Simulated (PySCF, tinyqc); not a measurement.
RKS/BP86 in the sto-3g basis, for CH2, spin multiplicity 1, step by step (part 1 of 2). The lowest restricted solution is unstable here: a spin-polarised one lies 0.0158 hartree lower (PySCF). Computed by tinyqc, a small Python program that keeps every step (integrals from PySCF). Settings: charge = 0, multiplicity = 1, basis = sto-3g, energy threshold = 1e-08, iteration cap = 83, orthogonalisation = canonical, start = Wolfsberg-Helmholz matrix, DIIS depth = 0, method = RKS, functional = b88,p86, grid = [20, 86]. Command: `OMP_NUM_THREADS=1 python tinyqc.py 20725 20726 out.jsonl` (the two numbers bound the seeds that draw the settings). One thread of a shared host (Intel(R) Xeon(R) Processor @ 2.60GHz), about 2 s of CPU time with the checks. Later iterations appear only in the table of the cycle.

## One-electron integrals

Geometry (angstrom):
```
atom        x         y        z
C     0.00000   0.00000  0.00000
H     0.00000   0.95600  0.72400
H     0.00000  -1.01300  0.76700
```

Basis sto-3g: exponents (1/bohr^2) and contraction coefficients of normalised primitives:
```
element  l (shell)  exponent  coefficient
C            s (1)  71.61684      0.15433
C            s (1)  13.04510      0.53533
C            s (1)   3.53051      0.44463
C            s (2)   2.94125     -0.09997
C            s (2)   0.68348      0.39951
C            s (2)   0.22229      0.70012
C            p (3)   2.94125      0.15592
C            p (3)   0.68348      0.60768
C            p (3)   0.22229      0.39196
H            s (1)   3.42525      0.15433
H            s (1)   0.62391      0.53533
H            s (1)   0.16886      0.44463
```

Overlap, kinetic and nuclear-attraction integrals over the contracted functions; the nuclear repulsion is the sum of Za Zb / Rab.

nuclear repulsion = 5.4151557 hartree

overlap S, order 1C 1s, 1C 2s, 1C 2px, 1C 2py, 1C 2pz, 2H 1s, 3H 1s:
$$\begin{pmatrix}
1.00000 & 0.24836 & 0.00000 & 0.00000 & 0.00000 & 0.04830 & 0.04098 \\
0.24836 & 1.00000 & 0.00000 & 0.00000 & 0.00000 & 0.42982 & 0.39229 \\
0.00000 & 0.00000 & 1.00000 & 0.00000 & 0.00000 & 0.00000 & 0.00000 \\
0.00000 & 0.00000 & 0.00000 & 1.00000 & 0.00000 & 0.34091 & -0.31913 \\
0.00000 & 0.00000 & 0.00000 & 0.00000 & 1.00000 & 0.25818 & 0.24163 \\
0.04830 & 0.42982 & 0.00000 & 0.34091 & 0.25818 & 1.00000 & 0.12532 \\
0.04098 & 0.39229 & 0.00000 & -0.31913 & 0.24163 & 0.12532 & 1.00000
\end{pmatrix}$$

kinetic energy T (hartree), order 1C 1s, 1C 2s, 1C 2px, 1C 2py, 1C 2pz, 2H 1s, 3H 1s:
$$\begin{pmatrix}
15.89112 & -0.08589 & 0.00000 & 0.00000 & 0.00000 & -0.01224 & -0.01172 \\
-0.08589 & 0.47225 & 0.00000 & 0.00000 & 0.00000 & 0.07470 & 0.05727 \\
0.00000 & 0.00000 & 1.47773 & 0.00000 & 0.00000 & 0.00000 & 0.00000 \\
0.00000 & 0.00000 & 0.00000 & 1.47773 & 0.00000 & 0.15839 & -0.13036 \\
0.00000 & 0.00000 & 0.00000 & 0.00000 & 1.47773 & 0.11995 & 0.09870 \\
-0.01224 & 0.07470 & 0.00000 & 0.15839 & 0.11995 & 0.76003 & -0.00971 \\
-0.01172 & 0.05727 & 0.00000 & -0.13036 & 0.09870 & -0.00971 & 0.76003
\end{pmatrix}$$

nuclear attraction V (hartree), order 1C 1s, 1C 2s, 1C 2px, 1C 2py, 1C 2pz, 2H 1s, 3H 1s:
$$\begin{pmatrix}
-34.51049 & -4.40526 & 0.00000 & -0.00122 & -0.01597 & -0.87035 & -0.73724 \\
-4.40526 & -6.03495 & 0.00000 & -0.01070 & -0.17261 & -2.16178 & -1.92888 \\
0.00000 & 0.00000 & -5.92704 & 0.00000 & 0.00000 & 0.00000 & 0.00000 \\
-0.00122 & -0.01070 & 0.00000 & -6.05253 & -0.00603 & -1.57790 & 1.43420 \\
-0.01597 & -0.17261 & 0.00000 & -0.00603 & -5.99900 & -1.23502 & -1.12410 \\
-0.87035 & -2.16178 & 0.00000 & -1.57790 & -1.23502 & -4.10577 & -0.54773 \\
-0.73724 & -1.92888 & 0.00000 & 1.43420 & -1.12410 & -0.54773 & -3.96778
\end{pmatrix}$$

core Hamiltonian H = T + V (hartree), order 1C 1s, 1C 2s, 1C 2px, 1C 2py, 1C 2pz, 2H 1s, 3H 1s:
$$\begin{pmatrix}
-18.61936 & -4.49115 & 0.00000 & -0.00122 & -0.01597 & -0.88259 & -0.74896 \\
-4.49115 & -5.56270 & 0.00000 & -0.01070 & -0.17261 & -2.08708 & -1.87161 \\
0.00000 & 0.00000 & -4.44931 & 0.00000 & 0.00000 & 0.00000 & 0.00000 \\
-0.00122 & -0.01070 & 0.00000 & -4.57480 & -0.00603 & -1.41951 & 1.30384 \\
-0.01597 & -0.17261 & 0.00000 & -0.00603 & -4.52127 & -1.11507 & -1.02539 \\
-0.88259 & -2.08708 & 0.00000 & -1.41951 & -1.11507 & -3.34574 & -0.55745 \\
-0.74896 & -1.87161 & 0.00000 & 1.30384 & -1.02539 & -0.55745 & -3.20775
\end{pmatrix}$$

## Two-electron integrals

Functions are numbered as in S; the eight-fold symmetry (ij|kl) = (ji|kl) = (kl|ij) leaves the list below.

Two-electron integrals (ij|kl) in chemists' order, unique and non-zero (hartree):
```
(11|11) 3.54195     (21|11) 0.57692     (21|21) 0.11189     (22|11) 0.85468
(22|21) 0.20528     (22|22) 0.62471     (31|31) 0.02030     (32|31) 0.03086
(32|32) 0.13800     (33|11) 0.85244     (33|21) 0.20534     (33|22) 0.62457
(33|33) 0.67283     (41|41) 0.02030     (42|41) 0.03086     (42|42) 0.13800
(43|43) 0.03627     (44|11) 0.85244     (44|21) 0.20534     (44|22) 0.62457
(44|33) 0.60030     (44|44) 0.67283     (51|51) 0.02030     (52|51) 0.03086
(52|52) 0.13800     (53|53) 0.03627     (54|54) 0.03627     (55|11) 0.85244
(55|21) 0.20534     (55|22) 0.62457     (55|33) 0.60030     (55|44) 0.60030
(55|55) 0.67283     (61|11) 0.11276     (61|21) 0.02175     (61|22) 0.03985
(61|33) 0.03972     (61|41) 0.00105     (61|42) 0.00197     (61|44) 0.03998
(61|51) 0.00080     (61|52) 0.00149     (61|54) 0.00020     (61|55) 0.03987
(61|61) 0.00432     (62|11) 0.27969     (62|21) 0.06812     (62|22) 0.22924
(62|33) 0.22365     (62|41) 0.00517     (62|42) 0.03615     (62|44) 0.23416
(62|51) 0.00391     (62|52) 0.02738     (62|54) 0.00796     (62|55) 0.22968
(62|61) 0.01382     (62|62) 0.11181     (63|31) 0.00681     (63|32) 0.03628
(63|43) 0.00700     (63|53) 0.00530     (63|63) 0.01346     (64|11) 0.19284
(64|21) 0.04756     (64|22) 0.16971     (64|33) 0.16118     (64|41) 0.00994
(64|42) 0.06102     (64|44) 0.18242     (64|51) 0.00237     (64|52) 0.01874
(64|54) 0.01078     (64|55) 0.16533     (64|61) 0.01009     (64|62) 0.09826
(64|64) 0.09825     (65|11) 0.14604     (65|21) 0.03602     (65|22) 0.12852
(65|33) 0.12207     (65|41) 0.00237     (65|42) 0.01874     (65|44) 0.12755
(65|51) 0.00861     (65|52) 0.05047     (65|54) 0.01115     (65|55) 0.13581
(65|61) 0.00764     (65|62) 0.07442     (65|64) 0.06421     (65|65) 0.06209
(66|11) 0.43466     (66|21) 0.10766     (66|22) 0.41259     (66|33) 0.39086
(66|41) 0.01005     (66|42) 0.09513     (66|44) 0.43197     (66|51) 0.00761
(66|52) 0.07204     (66|54) 0.03114     (66|55) 0.41444     (66|61) 0.02214
(66|62) 0.25723     (66|64) 0.24938     (66|65) 0.18886     (66|66) 0.77461
(71|11) 0.09556     (71|21) 0.01843     (71|22) 0.03381     (71|33) 0.03369
(71|41) -0.00088    (71|42) -0.00165    (71|44) 0.03392     (71|51) 0.00066
(71|52) 0.00125     (71|54) -0.00017    (71|55) 0.03382     (71|61) 0.00356
(71|62) 0.01109     (71|64) 0.00739     (71|65) 0.00614     (71|66) 0.01748
(71|71) 0.00310     (72|11) 0.24888     (72|21) 0.06067     (72|22) 0.20568
(72|33) 0.20057     (72|41) -0.00459    (72|42) -0.03283    (72|44) 0.21018
(72|51) 0.00347     (72|52) 0.02486     (72|54) -0.00727    (72|55) 0.20608
(72|61) 0.01164     (72|62) 0.07338     (72|64) 0.04612     (72|65) 0.04773
(72|66) 0.13314     (72|71) 0.01044     (72|72) 0.09198     (73|31) 0.00591
(73|32) 0.03196     (73|43) -0.00626    (73|53) 0.00474     (73|63) 0.00817
(73|73) 0.01073     (74|11) -0.17538    (74|21) -0.04328    (74|22) -0.15557
(74|33) -0.14782    (74|41) 0.00873     (74|42) 0.05478     (74|44) -0.16705
(74|51) -0.00214    (74|52) -0.01728    (74|54) 0.00982     (74|55) -0.15166
(74|61) -0.00794    (74|62) -0.04757    (74|64) -0.02268    (74|65) -0.03033
(74|66) -0.08017    (74|71) -0.00776    (74|72) -0.08252    (74|74) 0.08341
(75|11) 0.13279     (75|21) 0.03277     (75|22) 0.11779     (75|33) 0.11192
(75|41) -0.00214    (75|42) -0.01728    (75|44) 0.11700     (75|51) 0.00753
(75|52) 0.04504     (75|54) -0.01011    (75|55) 0.12432     (75|61) 0.00657
(75|62) 0.04844     (75|64) 0.02993     (75|65) 0.03904     (75|66) 0.09328
(75|71) 0.00588     (75|72) 0.06248     (75|74) -0.05503    (75|75) 0.05240
(76|11) 0.06783     (76|21) 0.01663     (76|22) 0.05927     (76|33) 0.05743
(76|41) -2.03e-05   (76|42) -0.00025    (76|44) 0.05898     (76|51) 0.00151
(76|52) 0.01186     (76|54) -0.00007    (76|55) 0.06133     (76|61) 0.00331
(76|62) 0.02678     (76|64) 0.02029     (76|65) 0.01959     (76|66) 0.05918
(76|71) 0.00281     (76|72) 0.02459     (76|74) -0.01924    (76|75) 0.01827
(76|76) 0.00814     (77|11) 0.41179     (77|21) 0.10206     (77|22) 0.39489
(77|33) 0.37448     (77|41) -0.00915    (77|42) -0.08961    (77|44) 0.41306
(77|51) 0.00693     (77|52) 0.06785     (77|54) -0.02921    (77|55) 0.39659
(77|61) 0.01954     (77|62) 0.14228     (77|64) 0.08331     (77|65) 0.09802
(77|66) 0.26767     (77|71) 0.01776     (77|72) 0.22998     (77|74) -0.22714
(77|75) 0.17198     (77|76) 0.05918     (77|77) 0.77461
```

## Orthogonalisation

S = U s U^T; canonical form X = U s^(-1/2), so that X^T S X = 1. Each column of U has its largest component positive (the first on a tie).

eigenvalues of S: [0.35308, 0.47055, 0.86390, 1.00000, 1.11111, 1.40707, 1.79429]

X, order 1C 1s, 1C 2s, 1C 2px, 1C 2py, 1C 2pz, 2H 1s, 3H 1s:
$$\begin{pmatrix}
-0.30981 & 0.07181 & 0.76043 & 0.00000 & -0.60448 & -0.01292 & 0.17964 \\
1.08154 & -0.17611 & -0.35535 & 0.00000 & -0.32046 & -0.02350 & 0.44067 \\
0.00000 & 0.00000 & 0.00000 & 1.00000 & 0.00000 & 0.00000 & 0.00000 \\
0.20358 & 0.94337 & -0.00418 & 0.00000 & 0.00672 & 0.63372 & 0.02846 \\
0.58353 & -0.09560 & 0.62793 & 0.00000 & 0.62685 & -0.01553 & 0.23359 \\
-0.92429 & -0.63443 & -0.16469 & 0.00000 & 0.13599 & 0.36606 & 0.39251 \\
-0.57469 & 0.88735 & -0.17771 & 0.00000 & 0.14294 & -0.41730 & 0.34846
\end{pmatrix}$$

## Starting guess

The start is the generalised Wolfsberg-Helmholz matrix (K = 1.75) built on H; D = 2 C_occ C_occ^T.

D at the start, order 1C 1s, 1C 2s, 1C 2px, 1C 2py, 1C 2pz, 2H 1s, 3H 1s:
$$\begin{pmatrix}
2.06541 & -0.25614 & 0.00000 & 0.00960 & 0.13980 & -0.16483 & -0.15193 \\
-0.25614 & 1.13838 & 0.00000 & -0.03768 & -0.48312 & 0.38698 & 0.36656 \\
0.00000 & 0.00000 & 0.00000 & 0.00000 & 0.00000 & 0.00000 & 0.00000 \\
0.00960 & -0.03768 & 0.00000 & 1.21140 & -0.01595 & 0.40404 & -0.41926 \\
0.13980 & -0.48312 & 0.00000 & -0.01595 & 1.77018 & 0.14570 & 0.13809 \\
-0.16483 & 0.38698 & 0.00000 & 0.40404 & 0.14570 & 0.34454 & 0.04556 \\
-0.15193 & 0.36656 & 0.00000 & -0.41926 & 0.13809 & 0.04556 & 0.30895
\end{pmatrix}$$

## Iteration 1: exchange-correlation on the grid

Becke grid with 20 radial and 86 angular points per atom, points of zero weight dropped. rho = sum D_ij phi_i phi_j; V_xc,ij = sum w v_xc phi_i phi_j plus the gradient terms; v_xc is d(rho eps)/d rho at fixed gradient.

The 12 grid points with the largest w rho, of 5152 (bohr, atomic units):
```
x                y         z        w      rho  |grad rho|^2    eps_xc      v_xc
0.00000    0.00000  -1.27732  0.08841  0.26317       0.20924  -0.54201  -0.68690
0.00000   -0.47803  -1.18449  0.09047  0.25334       0.19509  -0.53591  -0.67848
0.00000    0.47803  -1.18449  0.09047  0.25277       0.19410  -0.53555  -0.67800
0.00000    0.00000  -1.69154  0.18966  0.11360       0.06871  -0.43056  -0.51646
-0.47803   0.00000  -1.18449  0.09047  0.23565       0.18014  -0.52508  -0.66216
0.47803    0.00000  -1.18449  0.09047  0.23565       0.18014  -0.52508  -0.66216
0.00000   -0.63305  -1.56862  0.19406  0.10945       0.06372  -0.42602  -0.51028
0.00000    0.63305  -1.56862  0.19405  0.10926       0.06347  -0.42581  -0.51000
-0.24149  -0.88691  -0.88691  0.09090  0.22202       0.15180  -0.51534  -0.65027
0.24149   -0.88691  -0.88691  0.09090  0.22202       0.15180  -0.51534  -0.65027
-0.24149   0.88691  -0.88691  0.09087  0.22044       0.14946  -0.51423  -0.64879
0.24149    0.88691  -0.88691  0.09087  0.22044       0.14946  -0.51423  -0.64879
```

electrons on the grid, sum of w rho = 8.00062

E_xc = sum of w rho eps_xc = -6.1649334 hartree

V_xc (hartree), order 1C 1s, 1C 2s, 1C 2px, 1C 2py, 1C 2pz, 2H 1s, 3H 1s:
$$\begin{pmatrix}
-2.29817 & -0.32331 & 0.00000 & 0.00016 & 0.00266 & -0.06381 & -0.05410 \\
-0.32331 & -0.56615 & 0.00000 & 0.00001 & 0.00798 & -0.21398 & -0.19102 \\
0.00000 & 0.00000 & -0.49054 & 0.00000 & 0.00000 & 0.00000 & 0.00000 \\
0.00016 & 0.00001 & 0.00000 & -0.59294 & -0.00063 & -0.16673 & 0.15148 \\
0.00266 & 0.00798 & 0.00000 & -0.00063 & -0.60052 & -0.12538 & -0.11386 \\
-0.06381 & -0.21398 & 0.00000 & -0.16673 & -0.12538 & -0.43785 & -0.05354 \\
-0.05410 & -0.19102 & 0.00000 & 0.15148 & -0.11386 & -0.05354 & -0.41947
\end{pmatrix}$$

## Iteration 1: building the Kohn-Sham matrix

J_ij = sum D_kl (ij|kl); F = H + J + V_xc; E = tr D H + tr D J / 2 + E_xc + E_nn.

Coulomb J (hartree), order 1C 1s, 1C 2s, 1C 2px, 1C 2py, 1C 2pz, 2H 1s, 3H 1s:
$$\begin{pmatrix}
11.53260 & 2.22903 & 0.00000 & 0.00006 & -0.00583 & 0.43433 & 0.36823 \\
2.22903 & 5.14539 & 0.00000 & 0.00309 & 0.01748 & 1.88753 & 1.69009 \\
0.00000 & 0.00000 & 5.02936 & 0.00000 & 0.00000 & 0.00000 & 0.00000 \\
0.00006 & 0.00309 & 0.00000 & 5.19477 & 0.00228 & 1.40178 & -1.28037 \\
-0.00583 & 0.01748 & 0.00000 & 0.00228 & 5.19569 & 1.06788 & 0.97599 \\
0.43433 & 1.88753 & 0.00000 & 1.40178 & 1.06788 & 3.48237 & 0.48753 \\
0.36823 & 1.69009 & 0.00000 & -1.28037 & 0.97599 & 0.48753 & 3.33174
\end{pmatrix}$$

Kohn-Sham matrix F (hartree), order 1C 1s, 1C 2s, 1C 2px, 1C 2py, 1C 2pz, 2H 1s, 3H 1s:
$$\begin{pmatrix}
-9.38493 & -2.58543 & 0.00000 & -0.00100 & -0.01914 & -0.51207 & -0.43483 \\
-2.58543 & -0.98346 & 0.00000 & -0.00760 & -0.14715 & -0.41353 & -0.37254 \\
0.00000 & 0.00000 & 0.08951 & 0.00000 & 0.00000 & 0.00000 & 0.00000 \\
-0.00100 & -0.00760 & 0.00000 & 0.02702 & -0.00439 & -0.18446 & 0.17495 \\
-0.01914 & -0.14715 & 0.00000 & -0.00439 & 0.07390 & -0.17257 & -0.16326 \\
-0.51207 & -0.41353 & 0.00000 & -0.18446 & -0.17257 & -0.30122 & -0.12345 \\
-0.43483 & -0.37254 & 0.00000 & 0.17495 & -0.16326 & -0.12345 & -0.29548
\end{pmatrix}$$

total energy of this density = -38.3762324 hartree

## Iteration 1: diagonalisation and new density

Diagonalise F' = X^T F X, C = X C', fill 4 alpha and 4 beta electrons from the bottom; D = 2 C_occ C_occ^T. Each column has its largest component positive (the first on a tie).

F' = X^T F X (hartree):
$$\begin{pmatrix}
0.20449 & 0.07361 & 0.64808 & 0.00000 & -0.50361 & 0.01252 & 0.24574 \\
0.07361 & 0.33055 & -0.19976 & 0.00000 & 0.17932 & 0.16784 & -0.08400 \\
0.64808 & -0.19976 & -3.87951 & 0.00000 & 4.19092 & 0.10564 & -1.93994 \\
0.00000 & 0.00000 & 0.00000 & 0.08951 & 0.00000 & 0.00000 & 0.00000 \\
-0.50361 & 0.17932 & 4.19092 & 0.00000 & -4.27479 & -0.11452 & 2.07929 \\
0.01252 & 0.16784 & 0.10564 & 0.00000 & -0.11452 & -0.22500 & 0.06501 \\
0.24574 & -0.08400 & -1.93994 & 0.00000 & 2.07929 & 0.06501 & -1.49030
\end{pmatrix}$$

orbital energies (hartree): MO1 -9.39356, MO2 -0.46186, MO3 -0.26583, MO4 0.05202, MO5 0.08951, MO6 0.32446, MO7 0.41021

coefficients C, order 1C 1s, 1C 2s, 1C 2px, 1C 2py, 1C 2pz, 2H 1s, 3H 1s:
$$\begin{pmatrix}
0.99109 & -0.18539 & 0.00539 & -0.21095 & 0.00000 & -0.11495 & -0.05335 \\
0.03719 & 0.53417 & -0.01261 & 0.91251 & 0.00000 & 0.63816 & 0.31250 \\
0.00000 & 0.00000 & 0.00000 & 0.00000 & 1.00000 & 0.00000 & 0.00000 \\
0.00062 & 0.00988 & -0.36399 & -0.04116 & 0.00000 & -0.37974 & 1.02732 \\
0.00667 & 0.21160 & -0.00103 & -0.49964 & 0.00000 & 0.88720 & 0.33181 \\
-0.00935 & 0.36871 & -0.55074 & -0.38807 & 0.00000 & -0.43290 & -0.90175 \\
-0.00837 & 0.36029 & 0.60835 & -0.39133 & 0.00000 & -0.83326 & 0.34325
\end{pmatrix}$$

D after iteration 1, order 1C 1s, 1C 2s, 1C 2px, 1C 2py, 1C 2pz, 2H 1s, 3H 1s:
$$\begin{pmatrix}
2.12232 & -0.50946 & 0.00000 & 0.01101 & 0.14555 & 0.00254 & 0.02148 \\
-0.50946 & 2.23909 & 0.00000 & -0.05534 & -0.68527 & -0.30114 & -0.34524 \\
0.00000 & 0.00000 & 0.00000 & 0.00000 & 0.00000 & 0.00000 & 0.00000 \\
0.01101 & -0.05534 & 0.00000 & 0.26856 & 0.04607 & 0.44015 & -0.40353 \\
0.14555 & -0.68527 & 0.00000 & 0.04607 & 0.58892 & 0.54484 & 0.54216 \\
0.00254 & -0.30114 & 0.00000 & 0.44015 & 0.54484 & 1.17988 & -0.10051 \\
0.02148 & -0.34524 & 0.00000 & -0.40353 & 0.54216 & -0.10051 & 1.30621
\end{pmatrix}$$

## Iteration 2: exchange-correlation on the grid

As before.

The 12 grid points with the largest w rho, of 5152 (bohr, atomic units):
```
x                y         z        w      rho  |grad rho|^2    eps_xc      v_xc
0.00000   -0.47803  -1.18449  0.09047  0.18999       0.11780  -0.49256  -0.61794
0.00000    0.00000  -1.27732  0.08841  0.19425       0.12209  -0.49573  -0.62245
0.47803    0.00000  -1.18449  0.09047  0.18088       0.10945  -0.48571  -0.60798
-0.47803   0.00000  -1.18449  0.09047  0.18088       0.10945  -0.48571  -0.60798
0.00000    0.47803  -1.18449  0.09047  0.17961       0.10717  -0.48463  -0.60670
0.00000    0.00000  -1.69154  0.18966  0.08214       0.03619  -0.39308  -0.46463
0.00000   -0.63305  -1.56862  0.19406  0.08025       0.03469  -0.39061  -0.46102
0.47210   -0.47210  -1.08893  0.08509  0.17652       0.10516  -0.48231  -0.60312
-0.47210  -0.47210  -1.08893  0.08509  0.17652       0.10516  -0.48231  -0.60312
0.24149   -0.88691  -0.88691  0.09090  0.16477       0.09237  -0.47270  -0.58985
-0.24149  -0.88691  -0.88691  0.09090  0.16477       0.09237  -0.47270  -0.58985
0.63305    0.00000  -1.56862  0.19407  0.07629       0.03159  -0.38529  -0.45336
```

electrons on the grid, sum of w rho = 8.00069

E_xc = sum of w rho eps_xc = -6.0510562 hartree

V_xc (hartree), order 1C 1s, 1C 2s, 1C 2px, 1C 2py, 1C 2pz, 2H 1s, 3H 1s:
$$\begin{pmatrix}
-2.29248 & -0.31151 & 0.00000 & 0.00028 & 0.00507 & -0.06133 & -0.05196 \\
-0.31151 & -0.52463 & 0.00000 & 0.00059 & 0.01407 & -0.21073 & -0.19005 \\
0.00000 & 0.00000 & -0.47650 & 0.00000 & 0.00000 & 0.00000 & 0.00000 \\
0.00028 & 0.00059 & 0.00000 & -0.53937 & -0.00448 & -0.17025 & 0.15689 \\
0.00507 & 0.01407 & 0.00000 & -0.00448 & -0.54201 & -0.12779 & -0.11717 \\
-0.06133 & -0.21073 & 0.00000 & -0.17025 & -0.12779 & -0.50343 & -0.05463 \\
-0.05196 & -0.19005 & 0.00000 & 0.15689 & -0.11717 & -0.05463 & -0.50502
\end{pmatrix}$$

## Iteration 2: building the Kohn-Sham matrix

As before.

Coulomb J (hartree), order 1C 1s, 1C 2s, 1C 2px, 1C 2py, 1C 2pz, 2H 1s, 3H 1s:
$$\begin{pmatrix}
10.88988 & 2.07269 & 0.00000 & -0.00107 & -0.00202 & 0.40415 & 0.34272 \\
2.07269 & 4.79407 & 0.00000 & -0.00733 & 0.09178 & 1.82111 & 1.64685 \\
0.00000 & 0.00000 & 4.69591 & 0.00000 & 0.00000 & 0.00000 & 0.00000 \\
-0.00107 & -0.00733 & 0.00000 & 4.84673 & 0.00491 & 1.37215 & -1.27470 \\
-0.00202 & 0.09178 & 0.00000 & 0.00491 & 4.82231 & 1.06805 & 0.98733 \\
0.40415 & 1.82111 & 0.00000 & 1.37215 & 1.06805 & 3.58962 & 0.48292 \\
0.34272 & 1.64685 & 0.00000 & -1.27470 & 0.98733 & 0.48292 & 3.53673
\end{pmatrix}$$

Kohn-Sham matrix F (hartree), order 1C 1s, 1C 2s, 1C 2px, 1C 2py, 1C 2pz, 2H 1s, 3H 1s:
$$\begin{pmatrix}
-10.02197 & -2.72997 & 0.00000 & -0.00201 & -0.01292 & -0.53977 & -0.45820 \\
-2.72997 & -1.29326 & 0.00000 & -0.01743 & -0.06676 & -0.47670 & -0.41481 \\
0.00000 & 0.00000 & -0.22990 & 0.00000 & 0.00000 & 0.00000 & 0.00000 \\
-0.00201 & -0.01743 & 0.00000 & -0.26744 & -0.00560 & -0.21760 & 0.18603 \\
-0.01292 & -0.06676 & 0.00000 & -0.00560 & -0.24096 & -0.17480 & -0.15524 \\
-0.53977 & -0.47670 & 0.00000 & -0.21760 & -0.17480 & -0.25955 & -0.12915 \\
-0.45820 & -0.41481 & 0.00000 & 0.18603 & -0.15524 & -0.12915 & -0.17604
\end{pmatrix}$$

total energy of this density = -38.4505769 hartree
